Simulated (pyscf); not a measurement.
PySCF, gas phase, ωB97X-D3(BJ)/def2-SVP geometries. MP2 and CC: frozen core, UHF for open shells. ΔMP2 is the change of the MP2 total energy from the triple- to the quadruple-zeta basis.

Problem. List the bond dissociation enthalpies at 298 K of H₂B–PH₂ (SMILES BP) from CCSD(T)/def2-TZVPP + ΔMP2(QZVPP), from the weakest bond up.

Solution. H–P to H₂B–PH• + H•: 353.7 kJ/mol; B–P to BH₂• + PH₂•: 367.5 kJ/mol; B–H to [HB–PH₂]• + H•: 428.8 kJ/mol. Ring and multiple bonds, and those that leave no two simple radicals, are not listed. The radicals are drawn with the spin at the cut bond; how far it spreads was not checked. [HB–PH₂]• lies 82.2 kJ/mol over its isomer H₂B–PH•, and others may lie lower still (electronic energy, ωB97M-D3(BJ)). Other isomers of H₂B–PH• were not searched in full and may lie lower. The CCSD(T) − MP2 part came from Ansatz, without density fitting, on the same reference.
